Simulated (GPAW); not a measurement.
# C3H5 (SMILES [CH2]C=C): U-revPBE/dzp (scalar-relativistic datasets)

Wanted: ionisation energies of C3H5. 

The results are computed with GPAW 26.7.0.

5 further runs of the same task are left out: 3 that didn't finish, 2 set aside as unsound or not needed. Runs told in other sessions of the task aren't counted.

## 1. Starting point

C3H5 has 8 atoms, charge 0, and is taken as a doublet. As SMILES, `[CH2]C=C`. The shape is that of a PBE0-D4/def2-TZVP optimisation.

Bond lengths: C1–C2 1.378 Å, C2–C3 1.378 Å, C1–H4 1.084 Å, C1–H5 1.082 Å, C2–H6 1.088 Å, C3–H7 1.084 Å, C3–H8 1.082 Å. Angles: C1–C2–C3 124.8°, C1–C2–H6 117.6°, C3–C2–H6 117.6°, C2–C1–H4 120.9°, C2–C1–H5 121.5°, C2–C3–H7 120.9°, C2–C3–H8 121.5°, H4–C1–H5 117.6°, H7–C3–H8 117.6°.

## 2. Ionisation energies at U-revPBE/dzp (scalar-relativistic datasets)

Input file c3h5.py:

```python
import numpy as np
from ase import Atoms
from ase.units import Bohr
from gpaw import GPAW

positions_bohr = np.array(
              [[ -0.863794,   1.812625,  -1.177866],
               [  0.647987,   0.440306,   0.438227],
               [  0.416874,  -2.116304,   0.875510],
               [ -2.373118,   0.908769,  -2.228743],
               [ -0.593563,   3.821593,  -1.446585],
               [  2.132178,   1.448286,   1.441672],
               [ -1.028011,  -3.219148,  -0.071054],
               [  1.661447,  -3.096127,   2.168650]])
system = Atoms('CCCHHHHH', positions=positions_bohr * Bohr)
system.center(vacuum=4.5)

energies = {}
for name, charge, unpaired in [('neutral', 0, 1), ('oxidised', 1, 0)]:
    system.set_initial_magnetic_moments([unpaired / len(system)] * len(system))
    calculator = GPAW(mode='lcao',
                      symmetry='off',
                      xc='revPBE',
                      h=0.22,
                      maxiter=100,
                      charge=charge,
                      basis='dzp',
                      occupations={'name': 'fermi-dirac', 'width': 0.01, 'fixmagmom': unpaired > 0},
                      txt=f'{name}.txt')
    system.calc = calculator
    energies[name] = system.get_potential_energy()
    print(f'{name:10} {energies[name]:12.5f} eV')

ip = energies['oxidised'] - energies['neutral']
print(f'Vertical IP: {ip:.3f} eV')
```

Launch:

```
$ python c3h5.py
```

What it wrote:

```text
neutral       -40.75851 eV
oxidised      -32.76797 eV
Vertical IP: 7.991 eV
```

neutral.txt, cut to the lines that bear on the results:

```text
[...]
|iter     |     time |      energy | eigst |  dens |  magmom |
[...]
|iter:   1| 00:00:03 |  -42.229638 |      c|       |  +0.9994|
[...]
|iter:  11| 00:00:11 |  -40.758510c|      c| -4.27c|  +1.0000|
Converged in 11 steps
[...]
Energy contributions relative to reference atoms: (reference = -3150.050782)
Energy contributions:
  Kinetic:          36.081834
  Coulomb:         -39.873467
  Zero:              0.501457
  External:          0.000000
  Xc:              -37.468334
  Entropy:          -0.000000
  Spinorbit:         0.000000
  ----------------------------
  Free energy:     -40.758510
  Extrapolated:    -40.758510
dipole moment: (0.009007, 0.006093, 0.006092)  # |e|*Ang
Total magnetic moment: (0.000000, 0.000000, 1.000001)
Local magnetic moments
|        x |        y |         z |
|----------|----------|-----------|
| 0.000000 | 0.000000 |  0.199364 |  # C    0
| 0.000000 | 0.000000 | -0.055023 |  # C    1
| 0.000000 | 0.000000 |  0.199357 |  # C    2
[... 4 lines of this table left out ...]
| 0.000000 | 0.000000 | -0.005111 |  # H    7
Fermi levels: -4.026, -6.792
Eigenvalues  # (at kpt = [0.000, 0.000, 0.000])
| band index |      eig [eV] | occ [0-1] |      eig [eV] | occ [0-1] |
|------------|---------------|-----------|---------------|-----------|
|          0 |       -19.716 |     1.000 |       -19.452 |     1.000 |
|          1 |       -16.771 |     1.000 |       -16.213 |     1.000 |
|          2 |       -13.619 |     1.000 |       -13.435 |     1.000 |
[... 11 lines of this table left out ...]
|         14 |         4.506 |     0.000 |         4.584 |     0.000 |
Gap: 1.601 eV
Transition (v -> c):
[...]
timing:  # [seconds]
  Total: 10.767  # ━━━━━━━━━━━━━━━━━━━━━━━━━━━━━━━━━━━━━━━━━━━━━━━━━━━━━━━━━━
  Init:   3.089  # ━━━━━━━━━━━━━━━━╸
  SCF:    7.646  # ━━━━━━━━━━━━━━━━━━━━━━━━━━━━━━━━━━━━━━━━━
Max RSS: 589.828  # MiB
```

oxidised.txt, cut to the lines that bear on the results:

```text
[...]
occupation numbers:
  Fermi-Dirac:
[...]
xc functional:
  name: revPBE with 2 nearest neighbor stencil
[...]
|iter     |     time |      energy | eigst |  dens |
[...]
|iter:   1| 00:00:03 |  -36.016803 |      c|       |
[...]
|iter:  10| 00:00:06 |  -32.767974c|      c| -4.67c|
Converged in 10 steps
[...]
Energy contributions relative to reference atoms: (reference = -3150.050782)
Energy contributions:
  Kinetic:          26.027005
  Coulomb:         -30.913836
  Zero:              0.489282
  External:          0.000000
  Xc:              -28.370424
  Entropy:          -0.000000
  Spinorbit:         0.000000
  ----------------------------
  Free energy:     -32.767974
  Extrapolated:    -32.767974
dipole moment: (5.707372, 6.166694, 5.646997)  # |e|*Ang
Fermi level: -14.767
Eigenvalues  # (at kpt = [0.000, 0.000, 0.000])
| band index |      eig [eV] | occ [0-2] |
|------------|---------------|-----------|
|          0 |       -27.362 |     2.000 |
|          1 |       -24.252 |     2.000 |
|          2 |       -20.781 |     2.000 |
[... 10 lines of this table left out ...]
|         13 |        -1.522 |     0.000 |
Gap: 3.530 eV
Transition (v -> c):
[...]
timing:  # [seconds]
  Total: 6.142  # ━━━━━━━━━━━━━━━━━━━━━━━━━━━━━━━━━━━━━━━━━━━━━━━━━━━━━━━━━━━
  Init:  2.805  # ━━━━━━━━━━━━━━━━━━━━━━━━━━━
  SCF:   3.298  # ━━━━━━━━━━━━━━━━━━━━━━━━━━━━━━━╸
Max RSS: 589.828  # MiB
```

Run time: 17 s. Hardware: 1 thread of Intel Xeon 6975P-C (Granite Rapids), shared host; peak memory 0.58 GiB.

## 3. Outcome

Level: U-revPBE/dzp (scalar-relativistic datasets).

| quantity | value |
| --- | --- |
| first ionisation energy | 7.99 eV |
